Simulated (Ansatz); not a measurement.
# C4H7O: the cost of one run

Computed with Ansatz 0.2.0, driven from Python. Level of theory: Hartree-Fock/def2-SVP.

## (1) The structure

Bond lengths: C1–C2 1.339 Å, C2–C3 1.511 Å, C3–C4 1.559 Å, C4–O5 1.328 Å, C1–H6 1.084 Å, C1–H7 1.084 Å, C2–H8 1.088 Å, C3–H9 1.099 Å, C3–H10 1.099 Å, C4–H11 1.102 Å, C4–H12 1.102 Å. Angles (14 of 18 angles, heavy atoms first): C1–C2–C3 124.9°, C2–C3–C4 114.0°, C3–C4–O5 108.8°, C1–C2–H8 120.2°, C3–C2–H8 114.9°, C2–C1–H6 120.4°, C2–C1–H7 121.1°, C2–C3–H9 108.8°, C2–C3–H10 108.9°, C4–C3–H9 111.0°, C4–C3–H10 107.8°, C3–C4–H11 104.3°, C3–C4–H12 105.7°, O5–C4–H11 117.1°.

No structure file is read: the coordinates are typed or built in the script.

## (2) The script

Input file c4h7o_spin.py:

```python
"""Gap between spin states of C4H7O(-) at one geometry."""

import ansatz as az


def main() -> None:
    geometry_ang = [
        ("C", (-2.0171, 0.1985, -0.0862)),
        ("C", (-0.8428, -0.4087, -0.2999)),
        ("C", (0.4856, 0.2994, -0.4341)),
        ("C", (1.5714, -0.1964, 0.5692)),
        ("O", (2.0242, -1.3762, 0.1622)),
        ("H", (-2.9255, -0.3841, 0.0106)),
        ("H", (-2.0811, 1.2763, 0.0065)),
        ("H", (-0.7935, -1.4929, -0.3776)),
        ("H", (0.8354, 0.2036, -1.4715)),
        ("H", (0.3358, 1.3742, -0.2621)),
        ("H", (2.2977, 0.6317, 0.6156)),
        ("H", (1.1098, -0.1253, 1.5675)),
    ]
    system = az.Crystal.molecule()
    for symbol, xyz in geometry_ang:
        system = system.atom(symbol, xyz)

    setup = system.calculation()
    setup = setup.basis(gaussian="def2-SVP")
    setup = setup.functional("HF")
    setup = setup.charge(-1)
    found = {}
    for unpaired in [0, 2]:
        summary = setup.spin("collinear", total=unpaired).run(threads=1, backend="cpu").report
        s = unpaired / 2
        found[unpaired] = summary["free_energy_ev"]
        print(f"2S+1 = {unpaired + 1}: E = {found[unpaired]:.5f} eV, <S^2> = {abs(summary['mean_field']['state']['spin_squared']):.3f} (pure state {s * (s + 1):.2f})")
    lowest = min(found, key=found.get)
    for unpaired, e in found.items():
        print(f"multiplicity {unpaired + 1}: {96.485332 * (e - found[lowest]):.1f} kJ/mol above the lowest")


if __name__ == "__main__":
    main()
```

## (3) What the engine is handed

The package turns the script's settings into the engine's input (first run):

```yaml
crystal:
  periodic: [false, false, false]
  atoms:
    - { symbol: C, position_ang: [-2.0171, 0.1985, -0.0862] }
    - { symbol: C, position_ang: [-0.8428, -0.4087, -0.2999] }
    - { symbol: C, position_ang: [0.4856, 0.2994, -0.4341] }
    - { symbol: C, position_ang: [1.5714, -0.1964, 0.5692] }
    - { symbol: O, position_ang: [2.0242, -1.3762, 0.1622] }
    - { symbol: H, position_ang: [-2.9255, -0.3841, 0.0106] }
    - { symbol: H, position_ang: [-2.0811, 1.2763, 0.0065] }
    - { symbol: H, position_ang: [-0.7935, -1.4929, -0.3776] }
    - { symbol: H, position_ang: [0.8354, 0.2036, -1.4715] }
    - { symbol: H, position_ang: [0.3358, 1.3742, -0.2621] }
    - { symbol: H, position_ang: [2.2977, 0.6317, 0.6156] }
    - { symbol: H, position_ang: [1.1098, -0.1253, 1.5675] }
basis:
  gaussian:
    orbitals: def2-SVP
hamiltonian:
  xc: hf
magnetization:
  spin_polarized: true
  initial_magnetization: 0.0
total_charge: -1.0
```

## (4) Running it

On the command line:

```
> python c4h7o_spin.py
```

**Question.** How long does this script take on 1 thread of Arm Neoverse V2, shared host, and how much memory does it need?

About 11 s, with a peak of 0.35 GiB.
